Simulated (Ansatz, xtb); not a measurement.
# Relative energy of two isomers of C4H7NO

Structure X is `C=C[C@@H]1O[C@H]1N`, a singlet and structure Y is `C=C[C@@]1(N)CO1`, a singlet. Both are isolated molecules in the gas phase, relaxed with r2SCAN-D4/def2-SVP; the shapes shown needn't be the lowest conformers.

X (Å):

```yaml
atoms:
  - { symbol: C, position_ang: [0.1002, 0.2114, -1.9286] }
  - { symbol: C, position_ang: [0.4540, -0.5595, -0.8931] }
  - { symbol: C, position_ang: [0.3552, -0.1437, 0.5182] }
  - { symbol: C, position_ang: [0.0502, -1.0892, 1.6015] }
  - { symbol: N, position_ang: [-0.6921, -0.6985, 2.7331] }
  - { symbol: O, position_ang: [1.3906, -0.6162, 1.4061] }
  - { symbol: H, position_ang: [0.1700, -0.1461, -2.9594] }
  - { symbol: H, position_ang: [-0.2772, 1.2288, -1.7759] }
  - { symbol: H, position_ang: [0.8430, -1.5727, -1.0573] }
  - { symbol: H, position_ang: [0.0603, 0.9069, 0.6787] }
  - { symbol: H, position_ang: [-0.0842, -2.1507, 1.3462] }
  - { symbol: H, position_ang: [-0.5107, 0.2748, 2.9747] }
  - { symbol: H, position_ang: [-0.4506, -1.2685, 3.5433] }
```

Y (Å):

```xyz
13

C     1.1805   -0.2276   -2.0757
C     0.6532    0.0356   -0.8747
C    -0.3871   -0.7885   -0.2111
C    -0.3157   -1.0084    1.2405
N    -1.0295   -1.7368   -1.0354
O    -1.1968   -0.0192    0.7341
H     0.8750   -1.1127   -2.6418
H     1.9401    0.4249   -2.5146
H     0.9677    0.9118   -0.2966
H    -1.4951   -1.2707   -1.8148
H    -1.7299   -2.2641   -0.5192
H     0.5488   -0.6417    1.8145
H    -0.7878   -1.9125    1.6573
```

Problem. Estimate E(Y) − E(X) at the level CCSD(T)/def2-SVP + ΔMP2/def2-TZVPP.

Solution. CCSD(T)/def2-SVP + ΔMP2/def2-TZVPP gives E(Y) − E(X) = −0.16 kcal/mol, slightly favouring structure Y, which is too small a margin to settle the true order.

How the difference moves with the method:

| level | geometry | E(Y) − E(X) (kcal/mol) | departure from the last row (kcal/mol) | job, with rough time for the two |
| --- | --- | --- | --- | --- |
| GFN2-xTB | GFN2-xTB | +0.63 | +0.79 | optimisation, 0.19 s |
| HF/STO-3G | GFN2-xTB | +0.22 | +0.38 | single point, 0.29 s |
| r2SCAN-D4/def2-SVP//GFN2-xTB | GFN2-xTB | −0.40 | −0.24 | single point, 2.1 s |
| r2SCAN-D4/def2-SVP | r2SCAN-D4/def2-SVP | −0.50 | −0.34 | optimisation, 27 s |
| HF/def2-SVP | r2SCAN-D4/def2-SVP | +0.46 | +0.62 | part of the CCSD(T) run |
| MP2/def2-SVP | r2SCAN-D4/def2-SVP | −0.94 | −0.79 | part of the CCSD(T) run |
| CCSD(T)/def2-SVP | r2SCAN-D4/def2-SVP | −0.76 | −0.60 | single point |
| CCSD(T)/def2-SVP + ΔMP2/def2-TZVPP | r2SCAN-D4/def2-SVP | −0.16 |  | single point, 26 s |

As drawn, both hold the same kinds of bond in the same numbers.

The largest departure from CCSD(T)/def2-SVP + ΔMP2/def2-TZVPP is that of GFN2-xTB, 0.79 kcal/mol. The last row adds to CCSD(T) the change of the MP2 difference between the two basis sets, here +0.60 kcal/mol.

With thermal terms from frequencies at re-optimised GFN2-xTB minima (ideal gas, soft modes damped towards free rotors, one conformer each, 298.15 K, 1 atm): on the last row, ΔE + ΔZPE = −0.25, ΔH = −0.30, ΔG = −0.02 kcal/mol.

The correlated steps freeze 6 core orbitals. Codes used: Ansatz 0.2.0, xtb 6.7.1; the last row on 2 threads of Intel(R) Xeon(R) 6975P-C (Granite Rapids) on a shared host.
